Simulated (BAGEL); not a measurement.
**PBE0/cc-pVDZ (density fitting with qzvpp-jkfit) run of C2H7B (SMILES BCC)**

Aim: the energy change on altering one bond length of C2H7B at PBE0/cc-pVDZ (density fitting with qzvpp-jkfit), from 2 runs. 

Program for the calculation: BAGEL 1.2.2.

1 further run of the same task is left out (set aside as unsound or not needed).

## (1) Starting point

C2H7B: 10 atoms, total charge 0, spin state singlet. SMILES: `BCC`. Geometry: relaxed at PBE0-D4/def2-TZVP.

Bond lengths: B1–C2 1.551 Å, C2–C3 1.522 Å, B1–H4 1.200 Å, B1–H5 1.199 Å, C2–H6 1.102 Å, C2–H7 1.102 Å, C3–H8 1.093 Å, C3–H9 1.093 Å, C3–H10 1.093 Å. Some angles: B1–C2–C3 118.3°, B1–C2–H6 106.6°, B1–C2–H7 106.4°, C3–C2–H6 111.1°, C3–C2–H7 111.1°, C2–B1–H4 122.2°, C2–B1–H5 119.5°, C2–C3–H8 112.2°, C2–C3–H9 111.1°, C2–C3–H10 111.1°.

## (2) A single-point energy at PBE0/cc-pVDZ (density fitting with qzvpp-jkfit)

input.json

```json
{ "bagel": [

{
  "title": "molecule",
  "basis": "cc-pvdz.json",
  "df_basis": "qzvpp-jkfit",
  "angstrom": true,
  "geometry": [
    { "atom": "B", "xyz": [      -0.923200,       0.854800,      -0.729500 ] },
    { "atom": "C", "xyz": [       0.421700,       0.293700,      -0.199000 ] },
    { "atom": "C", "xyz": [       0.384700,      -0.913600,       0.727600 ] },
    { "atom": "H", "xyz": [      -1.979600,       0.366600,      -0.436300 ] },
    { "atom": "H", "xyz": [      -0.919600,       1.807100,      -1.458300 ] },
    { "atom": "H", "xyz": [       0.950700,       1.138100,       0.271400 ] },
    { "atom": "H", "xyz": [       1.046800,       0.094100,      -1.084500 ] },
    { "atom": "H", "xyz": [       1.384300,      -1.226700,       1.039300 ] },
    { "atom": "H", "xyz": [      -0.190300,      -0.697600,       1.631400 ] },
    { "atom": "H", "xyz": [      -0.092300,      -1.767800,       0.240900 ] }
  ]
},

{ "title": "ks", "xc_func": "pbe0" },

{ "title": "print", "file": "orbitals.molden", "orbitals": true }

]}
```

The basis set cc-pVDZ is read from a file made from the Basis Set Exchange's data (not shown).

Command:

```
$ BAGEL_NUM_THREADS=1 BAGEL input.json > input.out
```

The log of the run:

```text
* using 1 threads per process

  ===============================================================
  ===============================================================

  *** Geometry ***

  { "atom" : "B", "xyz" : [     -1.744595,      1.615338,     -1.378555 ] },
  { "atom" : "C", "xyz" : [      0.796898,      0.555013,     -0.376055 ] },
  { "atom" : "C", "xyz" : [      0.726978,     -1.726454,      1.374965 ] },
  { "atom" : "H", "xyz" : [     -3.740902,      0.692774,     -0.824488 ] },
  { "atom" : "H", "xyz" : [     -1.737792,      3.414924,     -2.755788 ] },
  { "atom" : "H", "xyz" : [      1.796563,      2.150697,      0.512872 ] },
  { "atom" : "H", "xyz" : [      1.978165,      0.177823,     -2.049408 ] },
  { "atom" : "H", "xyz" : [      2.615948,     -2.318127,      1.963992 ] },
  { "atom" : "H", "xyz" : [     -0.359615,     -1.318273,      3.082899 ] },
  { "atom" : "H", "xyz" : [     -0.174422,     -3.340658,      0.455235 ] },

  Number of auxiliary basis functions:      351

  Since a DF basis is specified, we compute 2- and 3-index integrals:
    o Being stored without compression. Storage requirement is 0.017 GB

  Number of basis functions:       77
  Number of electrons      :       24

    * METHOD: MOLECULE                             0.13

  *** Kohn-Sham DFT ***

    * Removing 18302 points whose weight is below 1.00e-10
    * Grid points: 130758

  === Nuclear Repulsion ===
    68.8192872393

       - DIIS with orbital gradients will be used.

  === KS iteration (pbe0 / cc-pvdz.json) ===
      0        -81.62244998          0.09541199           0.27
      1        -71.09934912          0.15603675           0.26
      2        -84.30614872          0.13062002           0.27
      3       -103.69454948          0.06337774           0.26
      4       -104.92086829          0.02285539           0.27
      5       -104.97781335          0.01951003           0.26
      6       -105.04761910          0.01324068           0.26
      7       -105.09766995          0.00526958           0.26
      8       -105.10779434          0.00076907           0.27
      9       -105.10803054          0.00022343           0.26
     10       -105.10804670          0.00003450           0.26
     11       -105.10804722          0.00000598           0.26
     12       -105.10804724          0.00000202           0.26
     13       -105.10804724          0.00000069           0.26
     14       -105.10804724          0.00000039           0.26
     15       -105.10804724          0.00000010           0.26
     16       -105.10804724          0.00000005           0.26
     17       -105.10804724          0.00000001           0.26
    * SCF iteration converged.

    * Permanent dipole moment:
           (   -0.266649,     0.069022,    -0.072214) a.u.

    * METHOD: KS                                   5.55

    * METHOD: PRINT                                0.02

  ===============================================================
```

Wall time 6 s (1 thread of Arm Neoverse V1, shared host); peak memory 0.44 GiB.

## (3) The distorted shape at the same level

input.json

```json
{ "bagel": [

{
  "title": "molecule",
  "basis": "cc-pvdz.json",
  "df_basis": "qzvpp-jkfit",
  "angstrom": true,
  "geometry": [
    { "atom": "B", "xyz": [      -1.016991,       0.884748,      -0.596639 ] },
    { "atom": "C", "xyz": [       0.327909,       0.323648,      -0.066139 ] },
    { "atom": "C", "xyz": [       0.290909,      -0.883652,       0.860461 ] },
    { "atom": "H", "xyz": [      -2.073391,       0.396548,      -0.303439 ] },
    { "atom": "H", "xyz": [      -1.013391,       1.837048,      -1.325439 ] },
    { "atom": "H", "xyz": [       0.856909,       1.168048,       0.404261 ] },
    { "atom": "H", "xyz": [       1.046800,       0.094100,      -1.084500 ] },
    { "atom": "H", "xyz": [       1.290509,      -1.196752,       1.172161 ] },
    { "atom": "H", "xyz": [      -0.284091,      -0.667652,       1.764261 ] },
    { "atom": "H", "xyz": [      -0.186091,      -1.737852,       0.373761 ] }
  ]
},

{
  "title": "ks",
  "xc_func": "pbe0"
},

{
  "title": "print",
  "file": "orbitals.molden",
  "orbitals": true
}

]}
```

The basis set cc-pVDZ is read from a file made from the Basis Set Exchange's data (not shown).

Command:

```
$ BAGEL_NUM_THREADS=1 BAGEL input.json > input.out
```

The log of the run:

```text
* using 1 threads per process

  ===============================================================
  ===============================================================

  *** Geometry ***

  { "atom" : "B", "xyz" : [     -1.921834,      1.671931,     -1.127484 ] },
  { "atom" : "C", "xyz" : [      0.619658,      0.611606,     -0.124985 ] },
  { "atom" : "C", "xyz" : [      0.549738,     -1.669860,      1.626036 ] },
  { "atom" : "H", "xyz" : [     -3.918141,      0.749367,     -0.573417 ] },
  { "atom" : "H", "xyz" : [     -1.915031,      3.471518,     -2.504717 ] },
  { "atom" : "H", "xyz" : [      1.619323,      2.207291,      0.763943 ] },
  { "atom" : "H", "xyz" : [      1.978165,      0.177823,     -2.049408 ] },
  { "atom" : "H", "xyz" : [      2.438709,     -2.261534,      2.215063 ] },
  { "atom" : "H", "xyz" : [     -0.536854,     -1.261679,      3.333970 ] },
  { "atom" : "H", "xyz" : [     -0.351661,     -3.284064,      0.706306 ] },

  Number of auxiliary basis functions:      351

  Since a DF basis is specified, we compute 2- and 3-index integrals:
    o Being stored without compression. Storage requirement is 0.017 GB

  Number of basis functions:       77
  Number of electrons      :       24

    * METHOD: MOLECULE                             0.13

  *** Kohn-Sham DFT ***

    * Removing 18070 points whose weight is below 1.00e-10
    * Grid points: 130990

  === Nuclear Repulsion ===
    68.2398336879

       - DIIS with orbital gradients will be used.

  === KS iteration (pbe0 / cc-pvdz.json) ===
      0        -81.65744064          0.09424211           0.28
      1        -72.56583185          0.14763863           0.27
      2        -84.15043285          0.12911899           0.27
      3       -102.91113172          0.05971353           0.27
      4       -104.89689438          0.02238173           0.27
      5       -105.03296081          0.01323852           0.27
      6       -105.07094760          0.00852952           0.27
      7       -105.08789240          0.00519326           0.27
      8       -105.09645780          0.00159047           0.27
      9       -105.09740081          0.00030058           0.27
     10       -105.09742675          0.00013185           0.27
     11       -105.09743275          0.00001201           0.27
     12       -105.09743280          0.00000321           0.27
     13       -105.09743281          0.00000116           0.27
     14       -105.09743281          0.00000027           0.27
     15       -105.09743281          0.00000017           0.27
     16       -105.09743281          0.00000003           0.27
     17       -105.09743281          0.00000001           0.27
     18       -105.09743281          0.00000000           0.27
    * SCF iteration converged.

    * Permanent dipole moment:
           (   -0.250841,     0.078753,    -0.116831) a.u.

    * METHOD: KS                                   5.93

    * METHOD: PRINT                                0.02

  ===============================================================
```

It took 6.3 s on 1 thread of Arm Neoverse V1, shared host; peak memory 0.44 GiB.

## (4) Results

At PBE0/cc-pVDZ (density fitting with qzvpp-jkfit):

| quantity | value |
| --- | --- |
| first shape: total energy | -105.10805 Eh |
| first shape: dipole moment | 0.72 D |
| first shape: HOMO energy | -8.71 eV |
| first shape: LUMO energy | -1.13 eV |
| first shape: HOMO–LUMO gap | 7.58 eV |
| distorted shape: total energy | -105.09743 Eh |
| distorted shape: dipole moment | 0.73 D |
| distorted shape: HOMO energy | -8.67 eV |
| distorted shape: LUMO energy | -1.17 eV |
| distorted shape: HOMO–LUMO gap | 7.50 eV |
| energy change with the C2–H7 bond stretched from 1.102 to 1.267 Å | 0.289 eV |

What this shows: With the C2–H7 bond stretched from 1.102 to 1.267 Å the energy rises by 0.29 eV (6.7 kcal/mol). The first shape isn't relaxed at this level, so the change isn't measured from a minimum.
